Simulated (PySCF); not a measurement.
CH3S, SMILES C[S], multiplicity 2.

The structure is a stationary point at B3LYP-D3(BJ)/def2-TZVP. The isomer is the one that the SMILES or the coordinates give; other isomers of the formula were not compared.

Two levels are set side by side: PBE/def2-TZVPD (PySCF) and PBE0/def2-TZVPD (PySCF). Same geometry, gas phase. Differences are taken from unrounded values.

| quantity | PBE0 |
|---|---|
| α-spin orbital gap (eV) | 7.18 |
| β-spin orbital gap (eV) | 2.85 |
| dipole moment (D) | 1.72 |
| mean polarisability (bohr³) | 35.1 |

Problem. What does PBE give, and how far is it from PBE0? (Estimate from the structure and the level; the computed values follow.)

Solution. 
```tsv
quantity	PBE	PBE minus PBE0
α-spin orbital gap (eV)	5.17	-2.00
β-spin orbital gap (eV)	0.40	-2.45
dipole moment (D)	1.75	0.03
mean polarisability (bohr³)	36.6	1.5
```

Loosely held outer electrons make PBE densities more polarisable. Differences between two approximate levels are no errors against the true value.

Rough cost on one machine, each run with all the roots and properties that it gave: PBE0 against PBE within a factor of 2.
